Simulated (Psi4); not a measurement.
# One shape, several levels: NH3 (SMILES N)

We compute a comparison of 6 runs (BLYP/def2-TZVPPD, PBE/def2-TZVPPD, r2SCAN/def2-TZVPPD, revPBE/def2-TZVPPD, MP2/def2-TZVPPD, CCSD(T)/def2-TZVPPD) of NH3. 

The results are computed with Psi4 1.11.

### Step 1. The structure to begin with

NH3 has 4 atoms, charge 0, and is taken as a singlet. As SMILES, `N`. The N1–H4 distance was set to 1.519 Å, away from the relaxed value. At this shape a bond of the SMILES string is far longer than usual.

Bond lengths: N1–H2 1.013 Å, N1–H3 1.013 Å. Angles: H2–N1–H3 107.1°. A long bond or contact: N1–H4 1.519 Å.

### Step 2. Energy and forces at BLYP/def2-TZVPPD (run 1)

The input, calc.inp:

```
memory 2200 mb

molecule geom {
  0 1
  N
  H 1 1.012576
  H 1 1.012571 2 107.06361
  H 1 1.5189 3 107.0624 2 114.53499
  symmetry c1
}

set basis def2-TZVPPD
set puream true
set e_convergence 1e-09
set d_convergence 1e-08
set scf_type pk
set dft_radial_points 99
set dft_spherical_points 590

energy_value, wavefunction = gradient('blyp', return_wfn=True)
print_variables()
```

On the command line:

```console
$ psi4 -n 1 calc.inp calc.out
```

calc.out:

```text
[...]
  Running in c1 symmetry.
[...]
  Nuclear repulsion =   10.594473616040940
[...]
  Multiplicity = 1
[...]
  Nalpha       = 5
  Nbeta        = 5
[...]
    Number of basis functions: 88
[...]
   @RKS iter   1:   -56.04217412920691    1.27625e-02   1.13434e-02 DIIS/ADIIS
[...]
   @RKS iter  11:   -56.48741644127441   -7.09832e-12   6.89973e-09 DIIS
[...]
    Orbital Energies [Eh]
    ---------------------
    Doubly Occupied:
       1A    -14.019691     2A     -0.746184     3A     -0.415655
       4A     -0.341512     5A     -0.224726
[...]
  @RKS Final Energy:   -56.48741644127441
   => Energetics <=
    Nuclear Repulsion Energy =             10.5944736160409398
    One-Electron Energy =                 -97.0070830078900599
    Two-Electron Energy =                  37.7907065967656166
    DFT Exchange-Correlation Energy =      -7.8655136461909079
    Empirical Dispersion Energy =           0.0000000000000000
    VV10 Nonlocal Energy =                  0.0000000000000000
    Total Energy =                        -56.4874164412744051
[...]
  -Total Gradient:
     Atom            X                  Y                   Z
    ------   -----------------  -----------------  -----------------
       1        0.059176484562     0.051928803017     0.038374755719
       2        0.011040967633     0.001991535746    -0.009745567865
       3        0.011041771531    -0.008736187498     0.004765010830
       4       -0.081258941999    -0.045184156931    -0.033394202860
[...]
```

Wall time 23 s (1 thread of Intel Xeon at 2.50GHz (Skylake/Cascade Lake), shared host); peak memory 0.9 GiB.

### Step 3. A single-point energy at PBE/def2-TZVPPD (run 2)

The input, job.inp:

```
memory 2200 mb

molecule {
  0 1
  N
  H 1 R2
  H 1 R3 2 A3
  H 1 R4 3 A4 2 D4

  R2 = 1.012576
  R3 = 1.012571
  A3 = 107.06361
  R4 = 1.5189
  A4 = 107.0624
  D4 = 114.53499
  symmetry c1
  no_reorient
  no_com
}

set {
  basis                def2-TZVPPD
  puream               true
  e_convergence        1e-09
  d_convergence        1e-08
  scf_type             pk
  dft_radial_points    99
  dft_spherical_points 590
}

energy_value, wavefunction = energy('pbe', return_wfn=True)
```

On the command line:

```console
$ psi4 job.inp job.out -n 1
```

job.out:

```text
[...]
  Running in c1 symmetry.
[...]
  Nuclear repulsion =   10.594473616040940
[...]
  Multiplicity = 1
[...]
  Nalpha       = 5
  Nbeta        = 5
[...]
    Number of basis functions: 88
[...]
   @RKS iter   1:   -56.02592142770497   -2.39074e-02   1.07866e-02 DIIS/ADIIS
[...]
   @RKS iter  11:   -56.43450804544658   -6.17462e-12   4.92464e-09 DIIS
[...]
    Orbital Energies [Eh]
    ---------------------
    Doubly Occupied:
       1A    -13.995962     2A     -0.750811     3A     -0.417086
       4A     -0.344756     5A     -0.226662
[...]
  @RKS Final Energy:   -56.43450804544658
   => Energetics <=
    Nuclear Repulsion Energy =             10.5944736160409398
    One-Electron Energy =                 -97.0049771797904157
    Two-Electron Energy =                  37.7838009136714561
    DFT Exchange-Correlation Energy =      -7.8078053953685584
    Empirical Dispersion Energy =           0.0000000000000000
    VV10 Nonlocal Energy =                  0.0000000000000000
    Total Energy =                        -56.4345080454465773
[...]
 Multipole Moments:
 ------------------------------------------------------------------------------------
     Multipole            Electronic (a.u.)      Nuclear  (a.u.)        Total (a.u.)
 ------------------------------------------------------------------------------------
 L = 1.  Multiply by 2.5417464519 to convert [e a0] to [Debye]
 Dipole X            :          0.6297089           -1.0186694           -0.3889605
 Dipole Y            :          0.0062797            0.2814942            0.2877740
 Dipole Z            :          0.0046299            0.2080687            0.2126986
 Magnitude           :                                                    0.5285308
[...]
```

Wall time 19 s (1 thread of Intel Xeon at 2.50GHz (Skylake/Cascade Lake), shared host); peak memory 0.9 GiB.

Runs 3 to 5 aren't shown in full; the table further down has their settings and results.

### Step 4. A single-point energy at CCSD(T)/def2-TZVPPD (run 6)

The input, job.in:

```
memory 2200 MB

molecule system {
  0 1
  N
  H 1 R2
  H 1 R3 2 A3
  H 1 R4 3 A4 2 D4

  R2 = 1.012576
  R3 = 1.012571
  A3 = 107.06361
  R4 = 1.5189
  A4 = 107.0624
  D4 = 114.53499
  symmetry c1
}

set {
  puream true
  e_convergence 1e-09
  d_convergence 1e-08
  scf_type pk
  num_frozen_docc 1
}

e_tot = energy('ccsd(t)/def2-TZVPPD')
```

On the command line:

```console
$ psi4 -i job.in -o job.out -n 1
```

job.out:

```text
[...]
  Running in c1 symmetry.
[...]
  Nuclear repulsion =   10.594473616040940
[...]
  Multiplicity = 1
[...]
  Nalpha       = 5
  Nbeta        = 5
[...]
    Number of basis functions: 88
[...]
   @RHF iter   1:   -56.00333801467335   -5.90294e-01   5.25809e-03 ADIIS/DIIS
[...]
   @RHF iter  12:   -56.12345806866917   -3.00560e-12   2.11597e-09 DIIS
[...]
    Orbital Energies [Eh]
    ---------------------
    Doubly Occupied:
       1A    -15.586423     2A     -1.105379     3A     -0.637203
       4A     -0.516950     5A     -0.419297
[...]
  @RHF Final Energy:   -56.12345806866917
   => Energetics <=
    Nuclear Repulsion Energy =             10.5944736160409398
    One-Electron Energy =                 -96.9053592655816090
    Two-Electron Energy =                  30.1874275808714927
    Total Energy =                        -56.1234580686691729
[...]
 Multipole Moments:
 ------------------------------------------------------------------------------------
     Multipole            Electronic (a.u.)      Nuclear  (a.u.)        Total (a.u.)
 ------------------------------------------------------------------------------------
 L = 1.  Multiply by 2.5417464519 to convert [e a0] to [Debye]
 Dipole X            :          0.6070559           -1.0186694           -0.4116136
 Dipole Y            :          0.0528804            0.2814942            0.3343746
 Dipole Z            :          0.0390732            0.2080687            0.2471419
 Magnitude           :                                                    0.5850737
[...]
      * MP2 total energy                      =  -56.370956265628102
[...]
      * CCSD total energy                     =  -56.386303043915191
[...]
      * CCSD(T) total energy                  =  -56.396560823877245
[...]
```

It took 29 s on 1 thread of Intel Xeon at 2.50GHz (Skylake/Cascade Lake), shared host; peak memory 0.93 GiB.

### Step 5. The series

| run | level | task | properties | energy (Eh) | dipole moment (D) | HOMO energy (eV) | LUMO energy (eV) | wall time |
| --- | --- | --- | --- | --- | --- | --- | --- | --- |
| 1 | BLYP/def2-TZVPPD | gradient | – | -56.487416 | 1.34 | -6.12 | -2.22 | 23 s |
| 2 | PBE/def2-TZVPPD | energy | – | -56.434508 | 1.34 | -6.17 | -2.20 | 19 s |
| 3 | r2SCAN/def2-TZVPPD | gradient | (wiberg, dipole, mayer) | -56.466196 | 1.38 | -6.48 | -1.84 | 48 s |
| 4 | revPBE/def2-TZVPPD | energy | – | -56.492135 | 1.32 | -6.15 | -2.17 | 14 s |
| 5 | MP2/def2-TZVPPD | energy | – | -56.370956 | – | -11.41 | 1.70 | 9.6 s |
| 6 | CCSD(T)/def2-TZVPPD | energy | – | -56.396561 | – | -11.41 | 1.70 | 29 s |

### Step 6. Summary of results

```
                                         quantity         value
                              run 6: total energy  -56.39656 Eh
       run 6: HOMO energy (Hartree–Fock orbitals)     -11.41 eV
       run 6: LUMO energy (Hartree–Fock orbitals)       1.70 eV
     run 6: HOMO–LUMO gap (Hartree–Fock orbitals)      13.11 eV
run 6: correlation energy (1 core orbital frozen)    -273.1 mEh
                            run 6: (T) correction    -10.26 mEh
                             run 6: T1 diagnostic         0.014
```

Over runs 1, 2, 3, 4 the dipole moment (its size) runs from 1.32 D (revPBE/def2-TZVPPD) to 1.38 D (r2SCAN/def2-TZVPPD). Over runs 1, 2, 3, 4 the HOMO–LUMO gap runs from 3.89 eV (BLYP/def2-TZVPPD) to 4.63 eV (r2SCAN/def2-TZVPPD). Totals of different functionals can't be ranked against each other. All runs together took 2.4 min, the longest 48 s.
